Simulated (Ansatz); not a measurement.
A made-up structure of BSiH4S, doublet:

```
7
angstrom
Si -0.9372 0.3531 -0.5483
B 0.1700 -0.1818 0.4740
S 1.6704 -0.2100 -0.3546
H -2.1947 0.3982 0.0761
H -0.6328 0.7569 -2.0192
H -0.1541 -0.4916 1.6571
H 2.0785 -0.6249 0.7149
```

It is relaxed with PBE-D4/def2-SVP and then PBE0-D4/def2-TZVP (Ansatz 0.2.0). Atoms count as bonded within 1.22 times the sum of their covalent radii (H–H: 0.88 Å). The end point is not checked to be a true minimum.

Problem. Does its bonding change? (Judge from chemistry; the calculation decides.)

Solution. The calculation gives: No: no bond forms or breaks.

Where it ends: The first stage lowers the energy by 3.00 eV in 8 steps. It ends as BSiH₄S ([SiH2][BH][SH]):
Si1  (-1.175, 0.428, -0.643)
B2  (0.263, -0.203, 0.485)
S3  (1.918, -0.317, -0.165)
H4  (-2.571, 0.547, -0.166)
H5  (-1.012, 0.842, -2.057)
H6  (0.038, -0.515, 1.614)
H7  (2.540, -0.782, 0.932)
(Å)

Labels in which every atom is bracketed show which atoms are joined, not bond orders.

For scale, one of the runs: PBE0-D4/def2-TZVP relaxation, 129 basis functions, launched by `ansatz run in.yaml --threads 2 --pin off --events-out ev --progress --plain --max-ram 4352MiB`. The run took about 11 s on 2 CPU threads of an Intel Xeon 6975P-C (shared host).
